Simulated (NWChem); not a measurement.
System meant: CHO cation

The following NWChem deck was run.

```
start job
memory heap 200 mb stack 900 mb global 1100 mb
charge 1
geometry units angstroms noautoz
  C      0.000000     0.000000    -0.508590
  O      0.000000     0.000000     0.595818
  H      0.000000     0.000000    -1.619825
end
basis spherical
  C library def2-svp
  O library def2-svp
  H library def2-svp
end
dft
  odft
  mult 2
  xc b3lyp
  iterations 150
  mulliken
end
task dft energy
```

End of the output:

```
 ==============================================================================
                                 internuclear angles
 ------------------------------------------------------------------------------
        center 1       |       center 2       |       center 3       |  degrees
 ------------------------------------------------------------------------------
    2 O                |   1 C                |   3 H                |   180.00
 ------------------------------------------------------------------------------
                            number of included internuclear angles:          1
 ==============================================================================

 Summary of "ao basis" -> "" (spherical)
 ------------------------------------------------------------------------------
       Tag                 Description            Shells   Functions and Types
 ---------------- ------------------------------  ------  ---------------------
 C                          def2-svp                 6       14   3s2p1d
 O                          def2-svp                 6       14   3s2p1d
 H                          def2-svp                 3        5   2s1p

                                 NWChem DFT Module
                                 -----------------

 Summary of "ao basis" -> "ao basis" (spherical)
 ------------------------------------------------------------------------------
       Tag                 Description            Shells   Functions and Types
 ---------------- ------------------------------  ------  ---------------------
 C                          def2-svp                 6       14   3s2p1d
 O                          def2-svp                 6       14   3s2p1d
 H                          def2-svp                 3        5   2s1p

      Symmetry analysis of basis
      --------------------------

        a1         15
        a2          0
        b1          2
        b2          2
        e          14

  number of electrons :                   14
  multiplicity        :                    2
 ------------------------------------------------------------------------
  no. of electrons and multiplicity not compatible                  14
 ------------------------------------------------------------------------
 ------------------------------------------------------------------------
  current input line :
    21: task dft energy
 ------------------------------------------------------------------------
 ------------------------------------------------------------------------
 There is an error in the input file
 ------------------------------------------------------------------------
 For more information see the NWChem manual at https://nwchemgit.github.io

0: no. of electrons and multiplicity not compatible:Received an Error in Communication
```

Problem. What is wrong, and how is it mended?

Solution. The program refused the input. Cause: the multiplicity doesn't fit the number of electrons (an even count wants an odd multiplicity, and the reverse). This input runs:
```
start job
memory heap 200 mb stack 900 mb global 1100 mb
charge 1
geometry units angstroms noautoz
  C      0.000000     0.000000    -0.508590
  O      0.000000     0.000000     0.595818
  H      0.000000     0.000000    -1.619825
end
basis spherical
  * library def2-svp
end
dft
  xc b3lyp
  iterations 150
  mulliken
end
task dft energy
```
It converges to -113.46030 Ha (B3LYP/def2-SVP).
